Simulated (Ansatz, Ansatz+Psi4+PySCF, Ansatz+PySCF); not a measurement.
```xyz
7

C     0.7940    0.0000   -0.0190
C    -0.6935    0.0001   -0.0017
H     1.3517   -0.9265    0.0418
H     1.3521    0.9262    0.0418
H    -1.1070    0.8902   -0.4857
H    -1.1074   -0.8821   -0.4999
H    -1.0924   -0.0084    1.0263
```

Basis set: cc-pVTZ (spherical functions). Frozen core: 2 orbitals. Correlation on ROHF uses semicanonical orbitals with singles. Charge 0, multiplicity 2.

Computed with Ansatz (development build ahead of 0.2.0); each method stands on the lowest determinant of its kind that the runs found.

The atomization energy at this shape (free ground-state atoms in the same class of orbitals less the molecule, no zero-point energy) of doublet C₂H₅:

```
     method  atomization energy
UHF-CCSD(T)     591.05 kcal/mol
   ROHF-MP2     591.94 kcal/mol
    UHF-MP2     591.39 kcal/mol
       ROHF     470.89 kcal/mol
```

(1) What does UHF give?

Results:

(1) 467.87 kcal/mol.
